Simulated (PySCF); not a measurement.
Compound: borane, BH₃.
Cartesian coordinates in Å at the PBE0-D3(BJ)/def2-SVP level; atoms count from 1:
```
atom  x, y, z in Å
B1    -0.0101   -0.0141   -0.0302
H2    -0.1724    1.1816   -0.0256
H3    -0.9620   -0.7549   -0.0481
H4     1.1084   -0.4666   -0.0181
```

Method used: PBE0-D3(BJ)/def2-SVP geometry optimisation, gas phase (PySCF 2.14.0).

Take the most abundant isotopes and a rigid rotor. 

Task: Give the principal moments of inertia and the rotational constants in GHz.

Result: Ia = 2.20, Ib = 2.21, Ic = 4.40 u·Å²; 505379 MHz·u·Å²/I gives 230172, 229097 and 114817 MHz, that is A = 230.17, B = 229.10, C = 114.82 GHz.

Task: What kind of rotor is it?

Result: An oblate symmetric top, as the point group D3h requires two equal moments; the computed ones differ by 0.47 % because the geometry is symmetric only within the optimiser's tolerance. Ray's parameter κ = (2B − A − C)/(A − C) = 0.981; −1 is the prolate and +1 the oblate limit.

Task: What does the inertial defect say?

Result: Planar: Δ = Ic − Ia − Ib = 0.00 u·Å². For a rigid frame Δ = −2 Σ m c², so it vanishes when all atoms lie in the ab plane; here none is more than 0.01 Å from it.

The point group D3h allows no dipole (computed: 0.00 D), so a rigid rotor has no electric-dipole lines.

Task: Estimate the classical rotational partition function at 200 K and 500 K.

Result: Point group D3h, symmetry number σ = 6; q = (√π/σ)·√((kT/h)³/(ABC)), k/h = 20836.6 MHz/K: 32.3 at 200 K, 128 at 500 K.

Stationary, but not proved a minimum. Constants of a rigid frame at the computed geometry: no zero-point averaging, no centrifugal distortion.
